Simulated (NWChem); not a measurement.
Everything below was run with NWChem. System: H2Si, charge 0, spin multiplicity 1, at a geometry optimised with PBE0/def2-SVP. The structure started from a generated list of species. Level: CCSD(T)/def2-SVP, 5 core orbitals frozen.

Input file:

```
start mol
memory heap 100 mb stack 700 mb global 1900 mb
geometry units angstroms nocenter noautoz
  Si     0.000000     0.000000     0.134141
  H      1.096144     0.000000    -0.938989
  H     -1.096144     0.000000    -0.938989
  symmetry group C2v
end
basis spherical
  * library def2-svp
end
scf
  rhf
  nopen 0
  maxiter 100
  thresh 1e-7
  semidirect memsize 60000000 filesize 0
end
ccsd
  freeze core 5
  maxiter 60
end
task ccsd(t) energy
```

Output (cleaned and shortened):

```
             Northwest Computational Chemistry Package (NWChem) 7.3.0
             --------------------------------------------------------

                                NWChem Input Module
                                -------------------

 Scaling coordinates for geometry "geometry" by  1.889725989
 (inverse scale =  0.529177249)

 Turning off AUTOSYM since
 SYMMETRY directive was detected!

                             Geometry "geometry" -> ""
                             -------------------------

 Output coordinates in angstroms (scale by  1.889725989 to convert to a.u.)

  No.       Tag          Charge          X              Y              Z
 ---- ---------------- ---------- -------------- -------------- --------------
    1 Si                  14.0000     0.00000000     0.00000000     0.13414100
    2 H                    1.0000     1.09614400     0.00000000    -0.93898900
    3 H                    1.0000    -1.09614400     0.00000000    -0.93898900

 Effective nuclear repulsion energy (a.u.)       9.9004519279

            Nuclear Dipole moment (a.u.)
            ----------------------------
        X                 Y               Z
 ---------------- ---------------- ----------------
     0.0000000000     0.0000000000    -0.0000075589

      Symmetry information
      --------------------

 Group name             C2v
 Group number             16
 Group order               4
 No. of unique centers     2

      Symmetry unique atoms

     1    2


 Summary of "ao basis" -> "" (spherical)
 ------------------------------------------------------------------------------
       Tag                 Description            Shells   Functions and Types
 ---------------- ------------------------------  ------  ---------------------
 *                          def2-svp                  on all atoms

 Summary of "ao basis" -> "ao basis" (spherical)
 ------------------------------------------------------------------------------
       Tag                 Description            Shells   Functions and Types
 ---------------- ------------------------------  ------  ---------------------
 Si                         def2-svp                 8       18   4s3p1d
 H                          def2-svp                 3        5   2s1p

                                 NWChem SCF Module
                                 -----------------

  ao basis        = "ao basis"
  functions       =    28
  atoms           =     3
  closed shells   =     8
  open shells     =     0
  charge          =   0.00
  wavefunction    = RHF
  use symmetry    = T
  symmetry adapt  = T

 Summary of "ao basis" -> "ao basis" (spherical)
 ------------------------------------------------------------------------------
       Tag                 Description            Shells   Functions and Types
 ---------------- ------------------------------  ------  ---------------------
 Si                         def2-svp                 8       18   4s3p1d
 H                          def2-svp                 3        5   2s1p

      Symmetry analysis of basis
      --------------------------

        a1         13
        a2          2
        b1          8
        b2          5

 Forming initial guess at       0.0s

      Superposition of Atomic Density Guess
      -------------------------------------

 Sum of atomic energies:        -289.73710235

      Non-variational initial energy
      ------------------------------

 Total energy =    -289.684477
 1-e energy   =    -420.988960
[...]
   3     -0.1142753868 -3.128D-03  6.925D-03     0.19     0.00     0.19
   4     -0.1146843547 -4.090D-04  9.461D-04     0.20     0.00     0.19
   5     -0.1147426821 -5.833D-05  1.694D-04     0.15     0.00     0.14
   6     -0.1147114548  3.123D-05  1.140D-04     0.14     0.00     0.13
   7     -0.1147120327 -5.779D-07  6.746D-05     0.13     0.00     0.13
   8     -0.1147120261  6.623D-09  2.239D-05     0.12     0.00     0.11
   9     -0.1147113442  6.819D-07  3.885D-06     0.13     0.00     0.13
  10     -0.1147108676  4.765D-07  2.051D-06     0.14     0.00     0.13
  11     -0.1147107930  7.455D-08  8.739D-07     0.12     0.00     0.12
                  *************converged*************
-------------------------------------------------------------------------

 -----------
 CCSD Energy
 -----------
 Reference energy:            -289.924949549879784
 CCSD corr. energy:             -0.114710793049142
 Total CCSD energy:           -290.039660342928926

 --------------------------------
 Spin Component Scaled (SCS) CCSD
 --------------------------------
 Same spin contribution:                 -0.009304221454557
 Same spin scaling factor:                1.130000000000000
 Opposite spin contribution:             -0.105406571594585
 Opposite spin scaling fact.:             1.270000000000000
 SCS-CCSD correlation energy:            -0.144380116168772
 Total SCS-CCSD energy:                -290.069329666048532
 memory            104855044

*********triples calculation*********

nkpass=    1; nvpass=    1; memdrv=           9580; memtrn=         364756; memavail=      104854972
 memory available/node                      104854972
 total number of virtual orbitals        20
 number of virtuals per integral pass    20
 number of integral evaluations           1
 number of occupied per triples pass      3
 number of triples passes                 1

 commencing integral evaluation        1 at           1.90
  symmetry use  T
task         2 out of       105 done   1%  at       0.0 secs
task         8 out of       105 done   7%  at       0.0 secs
task        11 out of       105 done  10%  at       0.0 secs
task        16 out of       105 done  15%  at       0.0 secs
task        21 out of       105 done  20%  at       0.1 secs
task        27 out of       105 done  25%  at       0.1 secs
task        33 out of       105 done  31%  at       0.1 secs
task        37 out of       105 done  35%  at       0.1 secs
task        47 out of       105 done  44%  at       0.1 secs
task        48 out of       105 done  45%  at       0.1 secs
task        53 out of       105 done  50%  at       0.1 secs
task        60 out of       105 done  57%  at       0.1 secs
task        66 out of       105 done  62%  at       0.1 secs
task        69 out of       105 done  65%  at       0.1 secs
task        74 out of       105 done  70%  at       0.1 secs
task        79 out of       105 done  75%  at       0.1 secs
task        84 out of       105 done  80%  at       0.1 secs
task        91 out of       105 done  86%  at       0.1 secs
task        96 out of       105 done  91%  at       0.1 secs
task       100 out of       105 done  95%  at       0.1 secs
task       105 out of       105 done 100%  at       0.1 secs
 commencing triples evaluation - blocking       1
 ccsd(t): done        1 out of       20 progress:    5.0%
 ccsd(t): done        2 out of       20 progress:   10.0%
 ccsd(t): done        3 out of       20 progress:   15.0%
 ccsd(t): done        4 out of       20 progress:   20.0%
 ccsd(t): done        5 out of       20 progress:   25.0%
 ccsd(t): done        6 out of       20 progress:   30.0%
 ccsd(t): done        7 out of       20 progress:   35.0%
 ccsd(t): done        8 out of       20 progress:   40.0%
 ccsd(t): done        9 out of       20 progress:   45.0%
 ccsd(t): done       10 out of       20 progress:   50.0%
 ccsd(t): done       11 out of       20 progress:   55.0%
 ccsd(t): done       12 out of       20 progress:   60.0%
 ccsd(t): done       13 out of       20 progress:   65.0%
 ccsd(t): done       14 out of       20 progress:   70.0%
 ccsd(t): done       15 out of       20 progress:   75.0%
 ccsd(t): done       16 out of       20 progress:   80.0%
 ccsd(t): done       17 out of       20 progress:   85.0%
 ccsd(t): done       18 out of       20 progress:   90.0%
 ccsd(t): done       19 out of       20 progress:   95.0%
 ccsd(t): done       20 out of       20 progress:  100.0%
 Time for integral evaluation pass     1        0.14
 Time for triples evaluation pass      1        0.01

 pseudo-e(mp4)  -0.22833112186852E-02
 pseudo-e(mp5)   0.60817508390561E-04
        e(t)    -0.22224937102947E-02

 --------------
 CCSD(T) Energy
 --------------
 Reference energy:                    -289.924949549879784

 CCSD corr. energy:                     -0.114710793049142
 T(CCSD) corr. energy:                  -0.002283311218685
 Total CCSD+T(CCSD) energy:           -290.041943654147587

 CCSD corr. energy:                     -0.114710793049142
 (T) corr. energy:                      -0.002222493710295
 Total CCSD(T) energy:                -290.041882836639218

 routine      calls  cpu(0)   cpu-min  cpu-ave  cpu-max   i/o
 aoccsd          1     0.00     0.00     0.00     0.00    0.00
 iterdrv         1     0.01     0.01     0.01     0.01    0.00
 pampt          11     0.01     0.01     0.01     0.01    0.00
 t2pm           11     0.01     0.01     0.01     0.01    0.00
 sxy            11     0.03     0.03     0.03     0.03    0.00
 ints       121275     1.44     1.44     1.44     1.44    0.00
 t2eri        1155     0.09     0.09     0.09     0.09    0.00
 idx2         1155     0.04     0.04     0.04     0.04    0.00
 idx34          11     0.00     0.00     0.00     0.00    0.00
 ht2pm          11     0.02     0.02     0.02     0.02    0.00
 itm            11     0.03     0.03     0.03     0.03    0.00
 pdiis          11     0.00     0.00     0.00     0.00    0.00
 triples         1     0.00     0.00     0.00     0.00    0.00
 rdtrpo          1     0.00     0.00     0.00     0.00    0.00
 trpmos          1     0.14     0.14     0.14     0.14    0.00
 trpdrv          1     0.00     0.00     0.00     0.00    0.00
 dovvv         720     0.00     0.00     0.00     0.00    0.00
 doooo         720     0.00     0.00     0.00     0.00    0.00
 tengy         540     0.00     0.00     0.00     0.00    0.00
 Total                 1.83     1.83     1.83     1.83    0.00

 Task  times  cpu:        2.2s     wall:        2.2s

 Total times  cpu:        2.2s     wall:        2.2s
```
